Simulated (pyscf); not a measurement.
HO–PH₂ (SMILES OP) + HO–SiH₃ (SMILES O[SiH3]) → H₃Si–O–PH₂ (SMILES [SiH3]OP) + H₂O (SMILES O), a four-centre exchange (singlet surface; H–O, O–Si broken, O–Si, H–O formed). Structures and frequencies: ωB97X-D3(BJ)/def2-SVP in PySCF. Energies in kJ/mol from the separated reactants.

Small-basis levels: PySCF, no dispersion term, spherical d functions. AM1 to PM7: differences of heats of formation from MOPAC, which are fitted to 298 K values and so differ in kind from electronic energies by zero-point and thermal terms. Cost: rough CPU time at the saddle relative to B3LYP/6-31G*, from one job on a shared machine.

| level | barrier | reaction energy | cost |
|---|---|---|---|
| HF/3-21G | 24.0 | -11.8 | 0.05 |
| B3LYP/3-21G | -31.2 | +2.0 | 0.7 |
| B3LYP/LANL2DZ | 30.6 | -9.7 | 0.6 |
| B3LYP/6-311+G** | 97.0 | -11.3 | 2 |
| PM3 | 200.5 | -19.3 | under 0.02 |
| PM6 | 2.3 | -125.4 | under 0.02 |
| PM7 | 255.0 | +140.1 | under 0.02 |
| ωB97M-D3(BJ)/def2-TZVP | 91.8 | -7.8 | – |

Against the last row the barrier runs from -123.0 (B3LYP/3-21G) to +163.2 kJ/mol (PM7). At B3LYP/3-21G this geometry lies under one side, so the entry may be no barrier of that level: it is a single point on another level's saddle. ωB97M-D3(BJ)/def2-TZVP has limits of its own. On the reactant side the descent ends in a complex (not fully relaxed), 27.2 kJ/mol under the separated species and 116.4 kJ/mol under the saddle at ωB97X-D3(BJ)/def2-TZVP. On the product side the descent ends in a complex, 17.0 kJ/mol under the separated species and 119.8 kJ/mol under the saddle at ωB97X-D3(BJ)/def2-TZVP. H₃Si–O–PH₂ lies 23.9 kJ/mol over its isomer HO–SiH₂–PH₂ (electronic energy, ωB97M-D3(BJ)/def2-TZVP). One saddle was located; it need not be the lowest between these sides.
